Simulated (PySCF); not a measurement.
Cartesian coordinates (Å):
SMILES: [F]
```xyz
1

F      0.0000     0.0000     0.0000
```
Charge 0, spin multiplicity 2.

### Question
Give the total energy, dipole moment and highest occupied spin orbital at the level PBE0-D3(BJ)/def2-TZVP in PySCF 2.14.0.

### Answer

```json
{
 "total_energy": "-2712.33 eV",
 "dipole_moment": "0.00 D",
 "highest_occupied_spin_orbital": "-12.46 eV"
}
```
